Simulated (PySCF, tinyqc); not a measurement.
CCSD on RHF in the sto-3g basis, frozen core, for CH+, spin multiplicity 1, step by step. The lowest restricted solution is unstable here: a spin-polarised one lies 0.0093 hartree lower (PySCF). One step of it, computed by the program tinyqc.

Question. Iteration 1: building the Fock matrix. J_ij = sum D_kl (ij|kl), K_ij = sum D_kl (ik|jl); F = H + J - 0.5 K; E = tr D H + tr D J / 2 - 0.25 tr D K + E_nn.

D at the start:
```
            1C 1s      1C 2s    1C 2px    1C 2py     1C 2pz      2H 1s
1C 1s    2.090420  -0.361116  0.000000  0.000000   0.140349  -0.188925
1C 2s   -0.361116   1.499137  0.000000  0.000000  -0.505215   0.510378
1C 2px   0.000000   0.000000  0.000000  0.000000   0.000000   0.000000
1C 2py   0.000000   0.000000  0.000000  0.000000   0.000000   0.000000
1C 2pz   0.140349  -0.505215  0.000000  0.000000   1.605765   0.323243
2H 1s   -0.188925   0.510378  0.000000  0.000000   0.323243   0.347232
```

core Hamiltonian H = T + V (hartree):
```
             1C 1s      1C 2s     1C 2px     1C 2py     1C 2pz      2H 1s
1C 1s   -18.175039  -4.380797   0.000000   0.000000  -0.012281  -0.715567
1C 2s    -4.380797  -5.126152   0.000000   0.000000  -0.134584  -1.709417
1C 2px    0.000000   0.000000  -4.048509   0.000000   0.000000   0.000000
1C 2py    0.000000   0.000000   0.000000  -4.048509   0.000000   0.000000
1C 2pz   -0.012281  -0.134584   0.000000   0.000000  -4.139439  -1.520181
2H 1s    -0.715567  -1.709417   0.000000   0.000000  -1.520181  -2.922014
```

Two-electron integrals (ij|kl) in chemists' order, unique and non-zero (hartree):
```
(11|11) 3.541948   (21|11) 0.576921   (21|21) 0.111888   (22|11) 0.854682
(22|21) 0.205284   (22|22) 0.624709   (31|31) 0.020296   (32|31) 0.030858
(32|32) 0.137996   (33|11) 0.852436   (33|21) 0.205335   (33|22) 0.624568
(33|33) 0.672833   (41|41) 0.020296   (42|41) 0.030858   (42|42) 0.137996
(43|43) 0.036269   (44|11) 0.852436   (44|21) 0.205335   (44|22) 0.624568
(44|33) 0.600295   (44|44) 0.672833   (51|51) 0.020296   (52|51) 0.030858
(52|52) 0.137996   (53|53) 0.036269   (54|54) 0.036269   (55|11) 0.852436
(55|21) 0.205335   (55|22) 0.624568   (55|33) 0.600295   (55|44) 0.600295
(55|55) 0.672833   (61|11) 0.093520   (61|21) 0.018041   (61|22) 0.033087
(61|33) 0.032977   (61|44) 0.032977   (61|51) 0.001076   (61|52) 0.002022
(61|55) 0.033320   (61|61) 0.002972   (62|11) 0.245043   (62|21) 0.059745
(62|22) 0.202714   (62|33) 0.197671   (62|44) 0.197671   (62|51) 0.005664
(62|52) 0.040648   (62|55) 0.212600   (62|61) 0.010060   (62|62) 0.089603
(63|31) 0.005803   (63|32) 0.031427   (63|53) 0.007739   (63|63) 0.010414
(64|41) 0.005803   (64|42) 0.031427   (64|54) 0.007739   (64|64) 0.010414
(65|11) 0.217170   (65|21) 0.053598   (65|22) 0.192830   (65|33) 0.183231
(65|44) 0.183231   (65|51) 0.010181   (65|52) 0.066920   (65|55) 0.211813
(65|61) 0.009404   (65|62) 0.101082   (65|65) 0.122373   (66|11) 0.408941
(66|21) 0.101365   (66|22) 0.392627   (66|33) 0.372396   (66|44) 0.372396
(66|51) 0.011344   (66|52) 0.111497   (66|55) 0.432556   (66|61) 0.017257
(66|62) 0.226555   (66|65) 0.281305   (66|66) 0.774606
```

nuclear repulsion = 2.48051818 hartree

Give: Coulomb J; exchange K; Fock matrix F; total energy of this density.

Answer.

Coulomb J (hartree):
```
          1C 1s    1C 2s  1C 2px  1C 2py   1C 2pz   2H 1s
1C 1s   10.1348   1.8867  0.0000  0.0000  -0.0096  0.3050
1C 2s    1.8867   4.0332  0.0000  0.0000  -0.0081  1.3066
1C 2px   0.0000   0.0000  3.9710  0.0000   0.0000  0.0000
1C 2py   0.0000   0.0000  0.0000  3.9710   0.0000  0.0000
1C 2pz  -0.0096  -0.0081  0.0000  0.0000   4.1419  1.2561
2H 1s    0.3050   1.3066  0.0000  0.0000   1.2561  2.6309
```

exchange K (hartree):
```
         1C 1s    1C 2s  1C 2px  1C 2py   1C 2pz   2H 1s
1C 1s   7.1726   1.2179  0.0000  0.0000   0.0076  0.1988
1C 2s   1.2179   1.4855  0.0000  0.0000  -0.1187  0.6778
1C 2px  0.0000   0.0000  0.3238  0.0000   0.0000  0.0000
1C 2py  0.0000   0.0000  0.0000  0.3238   0.0000  0.0000
1C 2pz  0.0076  -0.1187  0.0000  0.0000   1.5513  0.6470
2H 1s   0.1988   0.6778  0.0000  0.0000   0.6470  0.9058
```

Fock matrix F (hartree):
```
           1C 1s    1C 2s   1C 2px   1C 2py   1C 2pz    2H 1s
1C 1s   -11.6266  -3.1031   0.0000   0.0000  -0.0257  -0.5099
1C 2s    -3.1031  -1.8357   0.0000   0.0000  -0.0833  -0.7418
1C 2px    0.0000   0.0000  -0.2394   0.0000   0.0000   0.0000
1C 2py    0.0000   0.0000   0.0000  -0.2394   0.0000   0.0000
1C 2pz   -0.0257  -0.0833   0.0000   0.0000  -0.7732  -0.5876
2H 1s    -0.5099  -0.7418   0.0000   0.0000  -0.5876  -0.7440
```

total energy of this density = -37.361038 hartree
